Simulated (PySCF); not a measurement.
Orbital picture of SiB

ωB97X at R = 1.910 Å; basis Si def2-TZVPP, B def2-TZVPP; no relativity; PySCF 2.14. State: ⁴Σ⁻ (quartet), unpaired electrons σ ↑, π ↑↑. Only the outer orbitals are listed, counted within each symmetry.

```csv
spin,orbital,occ.,ε (eV),on Si (%),main shells (%)
α,5σ,1,-18.41,59,"52 Si s, 35 B s"
α,6σ,1,-12.48,48,"42 B s, 33 Si s, 14 Si p"
α,7σ,1,-8.97,44,"45 B p, 38 Si p, 11 B s"
α,2π,1,-8.89,56,"53 Si p, 43 B p"
α,2π,1,-8.89,56,"53 Si p, 43 B p"
α,3π,0,0.43,52,"47 B p, 47 Si p"
α,3π,0,0.43,52,"47 B p, 47 Si p"
β,5σ,1,-15.89,72,"64 Si s, 24 B s"
β,6σ,1,-10.17,67,"36 Si s, 34 B s, 30 Si p"
β,2π,0,-1.51,69,"67 Si p, 31 B p"
β,2π,0,-1.51,69,"67 Si p, 31 B p"
β,7σ,0,-0.80,18,"52 B s, 30 B p, 22 Si p"
```

**Question.** Which are the highest filled and the lowest empty level, where do they sit, and how wide is the gap?

**Answer.** Highest filled α 2π at -8.89 eV (in %: 53 Si p, 43 B p); lowest empty β 2π at -1.51 eV (in %: 67 Si p, 31 B p); the gap at ωB97X is 7.38 eV. Both belong to one degenerate shell, split only by its one-sided filling, so this is no excitation gap.

The bond order (Mayer) is 1.90 and the ⟨S²⟩ is 3.756. The charge on Si (Mulliken, basis-dependent) is -0.02. The charge on Si (Löwdin, basis-dependent) is 0.34. The dipole moment (positive dipole means Si(−)B(+)) is -0.44 D.

The state was picked by a PBE0 search and need not be the measured ground state.
